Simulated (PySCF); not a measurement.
**NH3S (Thiohydroxylamine) at wB97X-V/STO-6G**

What is the vertical singlet–triplet gap of NH3S (Thiohydroxylamine) at wB97X-V/STO-6G? Input form: a Python script.

The calculation is run with PySCF 2.14.0.

11 further runs of the same task are left out: 11 set aside as unsound or not needed.

## 1. The structure to begin with

The species is NH3S (5 atoms), meant as a singlet with charge 0. As SMILES, `NS`. The shape is that of a GFN2-xTB optimisation. This is one conformer, not always the lowest.

Bond lengths: N1–S2 1.719 Å, N1–H3 1.015 Å, N1–H4 1.015 Å, S2–H5 1.338 Å. Angles: N1–S2–H5 95.5°, S2–N1–H3 109.8°, S2–N1–H4 109.7°, H3–N1–H4 108.9°.

## 2. The energy at wB97X-V/STO-6G

Contents of calc.py:

```python
from pyscf import gto, dft

molecule = gto.Mole()
molecule.atom = '''
N   -0.162760  -0.507400  -0.231700
S    0.168270   0.954370   0.610330
H    0.015040  -1.300690   0.375430
H   -1.135990  -0.524720  -0.519210
H    1.115440   1.378440  -0.234860
'''
molecule.max_memory = 1860
molecule.basis = 'sto-6g'
molecule.verbose = 3
molecule.build()

ks = dft.RKS(molecule)
ks.xc = 'wb97x-v'
ks.grids.level = 5
ks.nlcgrids.level = 1
ks.conv_tol = 1e-10
ks.kernel()
if not ks.converged:
    ks = ks.newton().run(ks.mo_coeff, ks.mo_occ)

e_tot = ks.e_tot
print('E(%s) = %.9f' % ('WB97X-V', e_tot))
```

The run is started by

```console
OMP_NUM_THREADS=1 python calc.py
```

Standard output:

```text
converged SCF energy = -453.045512175784
E(WB97X-V) = -453.045512176
```

Run time: 16 s. Hardware: 1 thread of Intel Xeon Platinum 8488C (Sapphire Rapids), shared host; peak memory 0.19 GiB.

## 3. The triplet at the same level

Contents of calc.py:

```python
from pyscf import gto, dft

mol = gto.M(
    atom='''
N   -0.162760  -0.507400  -0.231700
S    0.168270   0.954370   0.610330
H    0.015040  -1.300690   0.375430
H   -1.135990  -0.524720  -0.519210
H    1.115440   1.378440  -0.234860
''',
    basis='sto-6g',
    spin=2,
    max_memory=1860,
    verbose=3,
)

mf = dft.UKS(mol)
mf.xc = 'wb97x-v'
mf.conv_tol = 1e-10
mf.nlcgrids.level = 1
mf.grids.level = 5
mf.kernel()
if not mf.converged:
    mf = mf.newton().run(mf.mo_coeff, mf.mo_occ)

etot = mf.e_tot
print('E(%s) = %.9f' % ('WB97X-V', etot))
```

The run is started by

```console
OMP_NUM_THREADS=1 python calc.py
```

Standard output:

```text
WARN: HOMO 0.136366282575217 >= LUMO -0.234633271064462

WARN: HOMO 0.119058339927414 >= LUMO 0.0651320633968465

converged SCF energy = -452.77629151425  <S^2> = 2.0036671  2S+1 = 3.0024438
E(WB97X-V) = -452.776291514
```

It took 26 s on 1 thread of Intel Xeon Platinum 8488C (Sapphire Rapids), shared host; peak memory 0.2 GiB.

## 4. Results

Level: wB97X-V/STO-6G.

| quantity | value |
| --- | --- |
| singlet: total energy | -453.04551 Eh |
| singlet: dipole moment | 0.81 D |
| singlet: HOMO energy | -6.36 eV |
| singlet: LUMO energy | 8.82 eV |
| singlet: HOMO–LUMO gap | 15.19 eV |
| triplet: total energy | -452.77629 Eh |
| triplet: dipole moment | 1.46 D |
| triplet: HOMO energy (highest over α and β) | 0.94 eV |
| triplet: LUMO energy (lowest over α and β) | 1.40 eV |
| triplet: ⟨S²⟩ | 2.004 |
| vertical energy of the triplet above the singlet | 7.326 eV |

What this shows: At this shape the triplet lies 7.33 eV (707 kJ/mol) above the singlet. In a minimal basis such a difference can be off by several eV, whatever the method.
